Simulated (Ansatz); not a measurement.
**Worked example: vertical ionisation energy of SiH3 (silyl radical)**

SiH3 has 4 atoms, charge 0, and is taken as a doublet. As SMILES, `[SiH3]`. The shape is that of a GFN2-xTB optimisation.

Both states at this one shape; open shells run unrestricted unless said. 1 Eh = 27.2114 eV.

```tsv
level	program	doublet SiH3 (Eh)	singlet [SiH3]+ (Eh)
U-wB97M-V/3-21G	Ansatz	-289.638174	-289.333132
UCCSDT/6-31G* (spherical functions), 5 core orbitals frozen	Ansatz	-290.694496	-290.397581
```

Task: Work out the vertical ionisation energy at each level.

Result: 
1. U-wB97M-V/3-21G: -289.333132 − (-289.638174) = 0.305042 Eh = 8.30 eV.
2. UCCSDT/6-31G* (spherical functions): -290.397581 − (-290.694496) = 0.296915 Eh = 8.08 eV.

No measured value is set beside it here; the levels span 8.08 to 8.30 eV.
